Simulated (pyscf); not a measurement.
This saddle point was located with ωB97X-D3(BJ)/def2-SVP in PySCF.

```xyz
9

C     -0.0293    -1.0157    -0.0846
Zn     1.3137     0.1535     1.3059
H      0.6896    -1.4445     1.2582
H     -0.6584    -1.9178    -0.0634
H      0.2354    -0.7956    -1.1283
H      2.4951     1.1182     1.1137
Se    -1.1569     0.4472     0.6435
H      0.9278    -1.3301     2.2266
H     -0.7593     1.4611    -0.3378
```
Charge 0, spin multiplicity 1.

Surface: singlet, charge 0. Lowest wavenumbers (cm⁻¹): 1273i, 138, 227, 311, 403.

Question: What reaction is this the transition state of?

Answer: HZn–CH₂–SeH + hydrogen (H₂) ⇌ H₃C–SeH + ZnH₂, a four-centre exchange read from left to right: C–Zn, H–H broken and C–H, H–Zn formed. At ωB97M-D3(BJ)/def2-TZVP it lies +36.7 kcal/mol from the left side and +46.1 kcal/mol from the right (each side as separated species at their lowest minima found). On the product side the descent ends in an adduct with a Se–Zn contact (not fully relaxed), 9.3 kcal/mol under the separated species and 51.2 kcal/mol under the saddle at ωB97X-D3(BJ)/def2-TZVP. At the saddle there is also a short H–Zn contact that neither side keeps. HZn–CH₂–SeH lies 39.6 kcal/mol over its isomer H₃C–Zn–SeH (electronic energy, ωB97M-D3(BJ)/def2-TZVP). One saddle was located; it need not be the lowest between these sides. Elements up to Kr have no core potential and no relativistic terms here.
